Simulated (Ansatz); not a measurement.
**C4H8Cl2: basis-set convergence**

An exercise on one series of results from a longer session: the logs are not shown, and one member is left open.

Method: one geometry, several basis sets; program: Ansatz 0.2.0, Gaussian basis.

Plan: PBE0-D4/def2-SVP; ωB97M-V/def2-SVP; PBE0-D4/def2-QZVPP; ωB97M-V/def2-QZVPP; the functionals' def2-TZVPP values are taken from earlier runs.

**The geometry**

The geometry comes from an earlier relaxation with PBE0-D4 in a triple-zeta def2 set; it is a stationary point, not always the lowest conformer.

SMILES `CC(Cl)CCCl`, 14 atoms, charge 0, spin multiplicity 1.

Atoms are counted from 1 here; the program's logs count them from 0.

Bond lengths: C1–C2 1.510 Å, C1–H7 1.090 Å, C1–H8 1.092 Å, C1–H9 1.094 Å, C2–Cl3 1.804 Å, C2–C4 1.516 Å, C2–H10 1.092 Å, C4–C5 1.511 Å, C4–H11 1.095 Å, C4–H12 1.093 Å, C5–Cl6 1.783 Å, C5–H13 1.088 Å, C5–H14 1.091 Å. Angles: C2–C1–H7 111.0°, C2–C1–H8 110.6°, C2–C1–H9 109.6°, H7–C1–H8 108.5°, H7–C1–H9 108.5°, H8–C1–H9 108.5°, C1–C2–Cl3 109.1°, C1–C2–C4 112.6°, C1–C2–H10 110.3°, Cl3–C2–C4 110.0°, Cl3–C2–H10 104.3°, C4–C2–H10 110.1°, C2–C4–C5 113.4°, C2–C4–H11 107.6°, C2–C4–H12 109.5°, C5–C4–H11 109.1°, C5–C4–H12 109.9°, H11–C4–H12 107.1° and more.

The first run:

File in.yaml:

```yaml
crystal:
  periodic: [false, false, false]
  atoms:
    - {symbol: C, position_ang: [-1.529313, -1.176822, 0.422253]}
    - {symbol: C, position_ang: [-0.137211, -0.785768, -0.013674]}
    - {symbol: Cl, position_ang: [1.067012, -1.603050, 1.051853]}
    - {symbol: C, position_ang: [0.080692, 0.714442, 0.011216]}
    - {symbol: C, position_ang: [1.434613, 1.132109, -0.512712]}
    - {symbol: Cl, position_ang: [1.584820, 2.908272, -0.536207]}
    - {symbol: H, position_ang: [-1.654871, -2.259547, 0.405814]}
    - {symbol: H, position_ang: [-1.730020, -0.820631, 1.434537]}
    - {symbol: H, position_ang: [-2.264663, -0.731301, -0.253576]}
    - {symbol: H, position_ang: [0.072190, -1.179698, -1.010776]}
    - {symbol: H, position_ang: [-0.699529, 1.173063, -0.605461]}
    - {symbol: H, position_ang: [-0.054434, 1.086452, 1.030444]}
    - {symbol: H, position_ang: [2.239963, 0.752393, 0.112639]}
    - {symbol: H, position_ang: [1.590761, 0.790076, -1.536361]}
basis:
  gaussian: {orbitals: def2-SVP}
hamiltonian: {xc: pbe0, dispersion: d4}
output: {orbitals: {seedname: orbitals}}
```

Launch:

```
$ ansatz run in.yaml --threads 2 --pin off --events-out ev --progress --plain --max-ram 32768MiB --backend cpu
```

Among the steps run: PBE0-D4 in def2-SVP; ωB97M-V in def2-SVP; PBE0-D4 in def2-QZVPP; ωB97M-V in def2-QZVPP.

One of the session's tables, all rows but one given; the rest of the session is left out.

It belongs to the step «Density functionals: the series». 

```
functional       basis  HOMO (eV)  LUMO (eV)
   PBE0-D4    def2-SVP      -8.09       1.11
   PBE0-D4  def2-TZVPP          ?          ?
   PBE0-D4  def2-QZVPP      -8.31       0.32
   ωB97M-V    def2-SVP     -10.34       3.04
   ωB97M-V  def2-TZVPP     -10.56       2.32
   ωB97M-V  def2-QZVPP     -10.61       1.68
```

Estimate the missing values for PBE0-D4, def2-TZVPP.

As computed: HOMO (eV): -8.27; LUMO (eV): 0.61. In the column «HOMO (eV)» it lies between PBE0-D4, def2-QZVPP (-8.31) and PBE0-D4, def2-SVP (-8.09).
